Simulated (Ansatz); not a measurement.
This Ansatz (a program for electronic structure) input (CCSD(T)/cc-pVQZ) gives -184.46145 Eh with 165 basis functions.

Ansatz 0.2 input:
```yaml
crystal:
  periodic: [false, false, false]
  atoms:
    - {symbol: N, position_ang: [-0.00000000, -0.00000000, -1.19434265]}
    - {symbol: N, position_ang: [-0.00000000, -0.00000000, -0.07337328]}
    - {symbol: O, position_ang: [0.00000000, 0.00000000, 1.10925144]}
basis:
  gaussian:
    orbitals: cc-pVQZ
magnetization: {spin_polarized: false}
correlation: {method: ccsd_t, electrons: outside_noble_gas}
```

Change:
```diff
- correlation: {method: ccsd_t, electrons: outside_noble_gas}
+ correlation: {method: ccsd_t, frozen_orbitals: {N: 0, O: 0}}
```

Q: What does the run give now?

A: -184.55260 Eh (CCSD(T)/cc-pVQZ, 165 functions), a change of -91.15 mEh.
